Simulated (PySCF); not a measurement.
Species: C4H4N2.
Bonds: C1–N2 (double), N2–C3, C3–C4 (double), C3–C5, C5–N6 (triple). Hydrogens: H7, H8 on C1; H9, H10 on C4.

The same species was optimised twice, with GFN2-xTB and with PBE0-D3(BJ)/def2-SVP (PySCF), and the same property calculations (PySCF, gas phase) were run on both structures.

```tsv
coordinate	GFN2-xTB	PBE0-D3(BJ)/def2-SVP	change
C3–C5 (Å)	1.426	1.446	+0.020
C5≡N6 (Å)	1.146	1.159	+0.013
C1=N2 (Å)	1.258	1.270	+0.012
N2–C3 (Å)	1.392	1.399	+0.007
C3=C4 (Å)	1.338	1.344	+0.006
C1–N2–C3 (°)	122.5	120.5	-2.0
C3–C5–N6 (°)	177.5	176.8	-0.7
C4–C3–C5 (°)	120.7	120.3	-0.4
N2–C3–C5 (°)	119.4	119.6	+0.2
N2–C3–C4 (°)	119.9	120.0	+0.1
C1–N2–C3–C4 (°)	-158	180	-22
```

Rotational constants: A = 5152, B = 3787, C = 2202 MHz (GFN2-xTB) against A = 5007, B = 3863, C = 2181 MHz (PBE0-D3(BJ)/def2-SVP). Point groups within 0.08 Å: C1 and Cs.

On the GFN2-xTB structure: lowest triplet, Tamm–Dancoff (eV) 3.21 [wB97X-D/def2-SVPD]; isotropic polarisability (au) 61.7 [wB97X-D/def2-SVPD]; HOMO (eV) -9.61 [wB97X-D/def2-SVPD]; LUMO (eV) -0.37 [wB97X-D/def2-SVPD]; dipole (D) 2.59 [wB97X-D/def2-SVPD]; HOMO (eV) -7.77 [PBE0/pcSseg-1]; LUMO (eV) -2.11 [PBE0/pcSseg-1]; dipole (D) 2.50 [PBE0/pcSseg-1]; GIAO shielding of C1 (ppm) 25.7 [PBE0/pcSseg-1]; GIAO shielding of N2 (ppm) -122.7 [PBE0/pcSseg-1]; GIAO shielding of C3 (ppm) 50.1 [PBE0/pcSseg-1]; GIAO shielding of C4 (ppm) 45.7 [PBE0/pcSseg-1]; GIAO shielding of C5 (ppm) 68.8 [PBE0/pcSseg-1]; GIAO shielding of N6 (ppm) -54.6 [PBE0/pcSseg-1].

**Question.** What do these properties become on the PBE0-D3(BJ)/def2-SVP structure?

**Answer.** 
| property | level | on GFN2-xTB | on PBE0-D3(BJ)/def2-SVP | change |
| --- | --- | --- | --- | --- |
| lowest triplet, Tamm–Dancoff (eV) | wB97X-D/def2-SVPD | 3.21 | 3.27 | +0.06 |
| isotropic polarisability (au) | wB97X-D/def2-SVPD | 61.7 | 62.8 | +1.1 |
| HOMO (eV) | wB97X-D/def2-SVPD | -9.61 | -9.85 | -0.24 |
| LUMO (eV) | wB97X-D/def2-SVPD | -0.37 | -0.42 | -0.05 |
| dipole (D) | wB97X-D/def2-SVPD | 2.59 | 2.33 | -0.26 |
| energy, GFN2-xTB geometry as zero (kcal/mol) | wB97X-D/def2-SVPD | 0.0 | -1.9 | -1.9 |
| HOMO (eV) | PBE0/pcSseg-1 | -7.77 | -8.07 | -0.30 |
| LUMO (eV) | PBE0/pcSseg-1 | -2.11 | -2.16 | -0.05 |
| dipole (D) | PBE0/pcSseg-1 | 2.50 | 2.23 | -0.27 |
| energy, GFN2-xTB geometry as zero (kcal/mol) | PBE0/pcSseg-1 | 0.0 | -1.6 | -1.6 |
| GIAO shielding of C1 (ppm) | PBE0/pcSseg-1 | 25.7 | 22.3 | -3.4 |
| GIAO shielding of N2 (ppm) | PBE0/pcSseg-1 | -122.7 | -119.9 | +2.8 |
| GIAO shielding of C3 (ppm) | PBE0/pcSseg-1 | 50.1 | 46.1 | -4.0 |
| GIAO shielding of C4 (ppm) | PBE0/pcSseg-1 | 45.7 | 41.6 | -4.1 |
| GIAO shielding of C5 (ppm) | PBE0/pcSseg-1 | 68.8 | 67.8 | -1.0 |
| GIAO shielding of N6 (ppm) | PBE0/pcSseg-1 | -54.6 | -65.0 | -10.4 |

The heavy atoms differ by 0.100 Å rms after alignment. Among bonds between heavy atoms C3–C5 changes most (+0.020 Å). Changes are differences of the printed values. Neither structure is proved a minimum here.

Shape of the structure used: `[CH2:1]=[N:2][C:3](=[CH2:4])[C:5]#[N:6]`: C1–N2–C3–C4 180°.

wB97X-D is run here without its empirical dispersion term; that term would change no orbital, density or response property at a fixed geometry.
